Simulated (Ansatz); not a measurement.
# C₃H₃F₂N: a ladder of functionals and wavefunction methods

An exercise on one series of results from a longer session: the logs are not shown, and one member is left open.

Method: functionals in def2-TZVPP, the program's frozen cores in correlated methods; program: Ansatz 0.2.0, Gaussian basis.

Levels to be run: PBE-D4, r2SCAN-D4, PBE0-D4, B3LYP-D4, ωB97X-V, ωB97M-V, B2PLYP; CCSD(T)/def2-TZVPP; MP2/def2-QZVPP; extrapolation to the limit.

### The geometry

All runs share one geometry, relaxed beforehand with PBE0-D4 in a triple-zeta def2 set.

SMILES `FC1(F)CC=N1`, 9 atoms, charge 0, spin multiplicity 1.

Atoms are counted from 1 here; the program's logs count them from 0.

Bond lengths: F1–C2 1.340 Å, C2–F3 1.340 Å, C2–C4 1.541 Å, C2–N6 1.466 Å, C4–C5 1.502 Å, C4–H7 1.091 Å, C4–H8 1.091 Å, C5–N6 1.281 Å, C5–H9 1.087 Å. Angles: F1–C2–F3 107.5°, F1–C2–C4 116.1°, F1–C2–N6 112.8°, F3–C2–C4 116.1°, F3–C2–N6 112.8°, C4–C2–N6 91.0°, C2–C4–C5 79.0°, C2–C4–H7 115.3°, C2–C4–H8 115.3°, C5–C4–H7 116.7°, C5–C4–H8 116.7°, H7–C4–H8 110.7°, C4–C5–N6 100.6°, C4–C5–H9 133.5°, N6–C5–H9 126.0°, C2–N6–C5 89.4°.

The first run:

in.yaml reads:

```yaml
crystal:
  periodic: [false, false, false]
  atoms:
    - {symbol: F, position_ang: [1.689301, -0.977557, 0.498695]}
    - {symbol: C, position_ang: [0.913267, -0.083558, -0.128070]}
    - {symbol: F, position_ang: [1.557557, 0.299538, -1.238226]}
    - {symbol: C, position_ang: [-0.566481, -0.476495, -0.304677]}
    - {symbol: C, position_ang: [-0.694558, 0.724351, 0.587679]}
    - {symbol: N, position_ang: [0.538096, 1.044207, 0.729609]}
    - {symbol: H, position_ang: [-0.847995, -1.438570, 0.124794]}
    - {symbol: H, position_ang: [-0.957462, -0.378217, -1.317957]}
    - {symbol: H, position_ang: [-1.543224, 1.239900, 1.031054]}
basis:
  gaussian: {orbitals: def2-TZVPP}
hamiltonian: {xc: pbe, dispersion: d4}
output: {forces: true, orbitals: {seedname: orbitals}}
```

The run is started by

```
ansatz run in.yaml --threads 4 --pin off --events-out ev --progress --plain --max-ram 10444MiB
```

Steps of the session up to this table: PBE-D4 (GGA); r2SCAN-D4 (meta-GGA); PBE0-D4 (hybrid); B3LYP-D4 (hybrid); ωB97X-V (range-separated); ωB97M-V (range-separated); B2PLYP (double hybrid); CCSD(T) in def2-TZVPP; MP2 in def2-QZVPP.

One table of the session follows, with a row left open; its other results are not shown here.

```
            method  atomisation energy (kcal/mol)
            PBE-D4                          953.1
         r2SCAN-D4                          911.7
           PBE0-D4                          920.8
          B3LYP-D4                          906.3
           ωB97X-V                          914.0
           ωB97M-V                          914.2
            B2PLYP                          898.9
     HF/def2-TZVPP                          613.7
    MP2/def2-TZVPP                          911.2
   CCSD/def2-TZVPP                          859.2
CCSD(T)/def2-TZVPP                              ?
           MP2/CBS                          937.7
       CCSD(T)/CBS                          906.1
```

Estimate the missing values for CCSD(T)/def2-TZVPP.

The run gave: atomisation energy (kcal/mol): 879.6. In the column «atomisation energy (kcal/mol)» it lies between CCSD/def2-TZVPP (859.2) and B2PLYP (898.9).
